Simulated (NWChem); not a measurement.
# One shape, several levels: CH3O (SMILES [CH2]O)

Wanted: a comparison of 6 runs (UPBE/def2-TZVPP, USVWN5/def2-TZVPP, U-r2SCAN/def2-TZVPP, U-revPBE/def2-TZVPP, UBLYP/def2-TZVPP, UTPSS/def2-TZVPP) of CH3O. 

The results are computed with NWChem 7.3.0.

### 1 The molecule

CH3O has 5 atoms, charge 0, and is taken as a doublet. As SMILES, `[CH2]O`. Geometry: relaxed at PBE0-D4/def2-TZVP. This is one conformer, not always the lowest.

Bond lengths: C1–O2 1.357 Å, C1–H3 1.080 Å, C1–H4 1.084 Å, O2–H5 0.960 Å. Angles: C1–O2–H5 109.6°, O2–C1–H3 113.9°, O2–C1–H4 119.2°, H3–C1–H4 121.2°.

### 2 Energy and gradient at UPBE/def2-TZVPP (run 1)

The input, ch3o.nw:

```
echo
start ch3o
title "CH3O gradient"
memory stack 880 mb heap 220 mb global 1100 mb

geometry units angstroms noautosym nocenter noautoz
C       -0.327200      -0.313600       0.020200
O        0.269400       0.900700       0.120200
H       -1.375200      -0.266500      -0.236200
H        0.274300      -1.179600      -0.230000
H        1.208500       0.785300       0.284400
end

basis spherical bse
* library def2-TZVPP
end

dft
xc xpbe96 cpbe96
mult 2
grid fine
convergence energy 1e-08
maxiter 100
mulliken
print low
end

task dft gradient
```

Started as:

```console
$ nwchem ch3o.nw > ch3o.out
```

Log:

```text
[...]
 d= 0,ls=0.0,diis     1   -114.9343493596 -1.50D+02  3.16D-03  1.31D-01     1.8
[...]
 d= 0,ls=0.0,diis    11   -114.9757539081 -2.04D-09  1.63D-07  3.94D-10    16.5
[...]
         Total DFT energy =     -114.975753908112
      One electron energy =     -226.419397335529
           Coulomb energy =       90.964596232664
    Exchange-Corr. energy =      -14.965403898522
 Nuclear repulsion energy =       35.444451093276
[...]
      Total Density - Mulliken Population Analysis
     ---------------------------------------------
    Atom       Charge   Shell Charges
 -----------   ------   -------------------------------------------------------
    1 C    6     6.16   0.85  1.11  0.53  0.60  0.13  1.28  1.13  0.42  0.02  0.07  0.01
    2 O    8     8.23   0.79  1.18  0.60  0.90  0.29  1.91  1.81  0.72  0.00  0.03  0.00
    3 H    1     0.90   0.28  0.47  0.12  0.01  0.03  0.00
    4 H    1     0.91   0.27  0.46  0.14  0.01  0.03  0.00
    5 H    1     0.79   0.27  0.38  0.05  0.02  0.07  0.01
[...]
      <S2> =      0.7530 (Exact =     0.7500)
                         DFT ENERGY GRADIENTS
    atom               coordinates                        gradient
                 x          y          z           x          y          z
   1 C      -0.618318  -0.592618   0.038172    0.002431   0.006303  -0.000751
   2 O       0.509092   1.702076   0.227145    0.004477  -0.011209   0.000410
   3 H      -2.598751  -0.503612  -0.446353    0.004469  -0.000266   0.000966
   4 H       0.518352  -2.229121  -0.434637   -0.002373   0.003987   0.000811
   5 H       2.283734   1.484002   0.537438   -0.009004   0.001185  -0.001435
 Task  times  cpu:       21.5s     wall:       21.5s
 Total times  cpu:       21.5s     wall:       21.5s
```

Run time: 22 s. Hardware: 1 thread of Intel Xeon 6975P-C (Granite Rapids), shared host; peak memory 0.13 GiB.

### 3 Energy and forces at USVWN5/def2-TZVPP (run 2)

The input, calc.xyz:

```xyz
5
CH3O SVWN5
C     -0.327200    -0.313600     0.020200
O      0.269400     0.900700     0.120200
H     -1.375200    -0.266500    -0.236200
H      0.274300    -1.179600    -0.230000
H      1.208500     0.785300     0.284400
```

The input, run.py:

```python
from ase.io import read
from ase.calculators.nwchem import NWChem

mol = read('calc.xyz')

calc = NWChem(
    label='calc',
    theory='dft',
    memory='2200 mb',
    basis='def2-TZVPP',
    basispar='spherical bse',
    dft={'xc': 'slater vwn_5', 'mult': '2', 'grid': 'fine', 'convergence': 'energy 1e-08', 'iterations': '100', 'mulliken': None, 'print': 'low'},
)
mol.calc = calc

forces = mol.get_forces()
e = mol.get_potential_energy()
print(f"E = {e:.6f} eV")
print("forces (eV/A):")
for s, f in zip(mol.symbols, forces):
    print(f"{s:2s} {f[0]:10.5f} {f[1]:10.5f} {f[2]:10.5f}")
```

Started as:

```console
$ export ASE_NWCHEM_COMMAND="nwchem PREFIX.nwi > PREFIX.nwo"
$ python run.py
```

Log:

```text
E = -3107.219411 eV
forces (eV/A):
C     0.23654    0.46398    0.06880
O    -0.67610   -0.17638   -0.07904
H    -0.33275    0.02941   -0.04726
H     0.19756   -0.26405   -0.03147
H     0.57469   -0.05296    0.08901
```

The calculator wrote calc.nwi:

```
title "calc"

permanent_dir calc

scratch_dir calc

start calc

geometry units angstrom nocenter noautosym noautoz
  C  -3.2719999999999999e-01 -3.1359999999999999e-01 2.0199999999999999e-02
  O  2.6939999999999997e-01 9.0069999999999995e-01 1.2020000000000000e-01
  H  -1.3752000000000000e+00 -2.6650000000000001e-01 -2.3619999999999999e-01
  H  2.7429999999999999e-01 -1.1796000000000000e+00 -2.3000000000000001e-01
  H  1.2084999999999999e+00 7.8530000000000000e-01 2.8439999999999999e-01
end

memory 2200 mb

basis spherical bse noprint
   * library def2-TZVPP
end

dft
  xc slater vwn_5
  mult 2
  grid fine
  convergence energy 1e-08
  iterations 100
  mulliken
  print low
end

task dft gradient
```

calc.nwo:

```text
Northwest Computational Chemistry Package (NWChem) 7.3.0
             --------------------------------------------------------

           Job information
           ---------------

    nwchem branch   = 7.3.0
    use scalapack   = T
    input           = calc.nwi
    prefix          = calc.
    data base       = calc/calc.db
    status          = startup
    nproc           =        1

           Memory information
           ------------------

[... 5 lines left out ...]
    hardfail = no
[... 38 lines left out ...]
            Nuclear Dipole moment (a.u.)
[... 92 lines left out ...]
         Total DFT energy =     -114.188208131698
[... 1 line left out ...]
           Coulomb energy =       90.812212043266
[... 1 line left out ...]
 Nuclear repulsion energy =       35.444451093276
[... 58 lines left out ...]
                         DFT ENERGY GRADIENTS

    atom               coordinates                        gradient
                 x          y          z           x          y          z
   1 C      -0.618318  -0.592618   0.038172   -0.004600  -0.009023  -0.001338
   2 O       0.509092   1.702076   0.227145    0.013148   0.003430   0.001537
   3 H      -2.598751  -0.503612  -0.446353    0.006471  -0.000572   0.000919
   4 H       0.518352  -2.229121  -0.434637   -0.003842   0.005135   0.000612
   5 H       2.283734   1.484002   0.537438   -0.011176   0.001030  -0.001731

 Task  times  cpu:       14.5s     wall:       14.5s
 Total times  cpu:       14.5s     wall:       14.5s
```

It took 16 s on 1 thread of Intel Xeon 6975P-C (Granite Rapids), shared host; peak memory 0.13 GiB.

Runs 3 to 5 aren't shown in full; the table further down has their settings and results.

### 4 Energy and gradient at UTPSS/def2-TZVPP (run 6)

The input, test.nw:

```
echo
START test
memory stack 880 mb heap 220 mb global 1100 mb
charge 0

GEOMETRY noautosym nocenter noautoz
  C    -0.327200   -0.313600    0.020200
  O     0.269400    0.900700    0.120200
  H    -1.375200   -0.266500   -0.236200
  H     0.274300   -1.179600   -0.230000
  H     1.208500    0.785300    0.284400
END

BASIS spherical bse
  * library def2-TZVPP
END

DFT
  xc xtpss03 ctpss03
  mult 2
  grid fine
  convergence energy 1e-08
  iterations 100
  mulliken
  noprint "final vectors analysis"
END

TASK dft gradient
```

Started as:

```console
$ nwchem test.nw > test.out
```

Log:

```text
[...]
          Wavefunction type:  spin polarized.
          No. of atoms     :     5
          No. of electrons :    17
[...]
          Charge           :     0
          Spin multiplicity:     2
[...]
          AO basis - number of functions:   104
[...]
              XC Information
              --------------
                  TPSS metaGGA Exchange Functional  1.000
             TPSS03 metaGGA Correlation Functional  1.000
[...]
 d= 0,ls=0.0,diis     1   -115.0883144959 -1.51D+02  2.97D-03  9.95D-02     2.3
[...]
 d= 0,ls=0.0,diis    11   -115.1272568968 -6.97D-09  2.01D-07  7.63D-10    20.8
[...]
         Total DFT energy =     -115.127256896783
      One electron energy =     -226.474600216483
           Coulomb energy =       91.040045173899
    Exchange-Corr. energy =      -15.137152947475
 Nuclear repulsion energy =       35.444451093276
[...]
      <S2> =      0.7541 (Exact =     0.7500)
[...]
  wavefunction    = open shell
                         DFT ENERGY GRADIENTS
    atom               coordinates                        gradient
                 x          y          z           x          y          z
   1 C      -0.618318  -0.592618   0.038172    0.005990   0.012207  -0.000833
   2 O       0.509092   1.702076   0.227145    0.000965  -0.013696   0.000460
   3 H      -2.598751  -0.503612  -0.446353    0.001446  -0.000547   0.000783
   4 H       0.518352  -2.229121  -0.434637   -0.001125   0.001401   0.000792
   5 H       2.283734   1.484002   0.537438   -0.007276   0.000635  -0.001202
[...]
```

It took 28 s on 1 thread of Intel Xeon 6975P-C (Granite Rapids), shared host; peak memory 0.13 GiB.

### 5 All runs side by side

```csv
run,level,energy (Eh),⟨S²⟩,largest force (eV/Å),wall time
1,UPBE/def2-TZVPP,-114.975754,0.753,0.621,22 s
2,USVWN5/def2-TZVPP,-114.188208,0.752,0.703,16 s
3,U-r2SCAN/def2-TZVPP,-115.049977,0.756,0.402,29 s
4,U-revPBE/def2-TZVPP,-115.077912,0.753,0.820,22 s
5,UBLYP/def2-TZVPP,-115.080308,0.753,0.830,22 s
6,UTPSS/def2-TZVPP,-115.127257,0.754,0.706,28 s
```

### 6 Summary of results

| quantity | value |
| --- | --- |
| run 6: total energy | -115.12726 Eh |
| run 6: dipole moment | 1.46 D |
| run 6: ⟨S²⟩ | 0.754 |
| run 6: largest force on an atom | 0.706 eV/Å |

**Reading.** Over runs 3, 4, 5, 6 the dipole moment (its size) runs from 1.45 D (U-revPBE/def2-TZVPP) to 1.48 D (U-r2SCAN/def2-TZVPP). Totals of different functionals can't be ranked against each other. All runs together took 2.3 min, the longest 29 s.
